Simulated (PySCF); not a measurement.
Consider `B[NH]` (BH3N•, doublet). Numbering: `[BH2:1][NH:2]`

These are calculated values, B3LYP-D3(BJ)/ma-def2-TZVP in PySCF (grid level 2) at geometries from PBE0-D3(BJ)/ma-def2-SVP. Thermal corrections: PBE0-D3(BJ)/ma-def2-SVP frequencies, unscaled, ideal gas at 298.15 K and 1 bar, quasi-RRHO entropy.

(1) What are the vertical and the adiabatic ionisation energy for forming the singlet cation?

(2) What are the vertical and the adiabatic ionisation energy for forming the triplet cation?

(3) Where does the unpaired spin of the relaxed triplet cation sit?

(4) What are the vertical and the adiabatic electron affinity for forming the singlet anion?

(5) Which spin state does oxidation lead to?

Answers

(1) 10.46 eV vertical and 10.01 eV adiabatic, the latter with zero-point energy.

(2) 11.20 eV vertical and 10.95 eV adiabatic, the latter with zero-point energy.

(3) N2 (nitrogen) 1.79, H (on B1) 0.11, H (on B1) 0.10 (intrinsic atomic orbital populations).

(4) 1.12 eV vertical and 1.87 eV adiabatic, the latter with zero-point energy.

(5) The singlet, 0.94 eV below the triplet.
